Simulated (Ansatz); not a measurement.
Computed with Ansatz on PBE0-D4/def2-TZVP structures; ΔE is electronic, products minus reactants. CBS: MP2 limit from def2 TZ/QZ plus the TZ coupled-cluster correction, frozen cores. This one scheme is used for every species. DFT in def2-TZVPP. Each species was taken in one conformer, which may not be the lowest.

Consider the ligand exchange at the Si–Cl bond: `P[SiH2]Cl` + H–F → `F[SiH2]P` + HCl.

`P[SiH2]Cl`:

```xyz
7

P     0.408    0.651   -1.324
Si   -0.400   -0.491    0.432
Cl    0.375   -2.396    0.366
H     1.668    0.862   -0.702
H    -0.133    1.873   -0.832
H    -1.875   -0.583    0.309
H    -0.043    0.083    1.752
```

H–F:

Cartesian coordinates in Å:
```
F 0.296 -0.297 0.189
H -0.296 0.297 -0.189
```

`F[SiH2]P`:

Cartesian coordinates in Å:
```
F -1.255 0.317 1.665
Si -0.726 -0.200 0.244
P 1.503 0.055 0.179
H -1.039 -1.646 0.128
H -1.456 0.566 -0.796
H 1.433 1.396 -0.284
H 1.540 -0.487 -1.136
```

HCl:

Cartesian coordinates in Å:
```
Cl 0.486 0.110 0.401
H -0.486 -0.110 -0.401
```

Problem. Is it downhill or uphill in electronic energy at CCSD(T)/CBS, and by how much? (Best estimate.)

Solution. Computed: Downhill: ΔE = -30.8 kJ/mol.

Problem. What do these levels give: r2SCAN-D4, r2SCAN, HF/def2-SVP, CCSD/def2-SVP, MP2/def2-QZVPP, HF/CBS(def2)? (Best estimate.)

Solution. Ansatz gave: r2SCAN-D4 -34.3, r2SCAN -35.1, HF/def2-SVP -37.4, CCSD/def2-SVP -36.3, MP2/def2-QZVPP -27.4, HF/CBS(def2) -47.9 kJ/mol.

Largest T1 diagnostic among the species: 0.013.

At CCSD(T), def2-SVP lies −4.6 kJ/mol from the extrapolated value and def2-TZVPP −4.3 kJ/mol. Leaving LDA and LC-ωPBE aside and taking each functional with its dispersion term where it has one, the values, not all of them listed here, spread over 18.6 kJ/mol, from CAM-B3LYP-D4 to revPBE-D4. In def2-TZVPP, CCSD(T) changes the Hartree–Fock value by +10.8 kJ/mol (the triples alone add +2.3 kJ/mol) and MP2 by +16.6 kJ/mol.
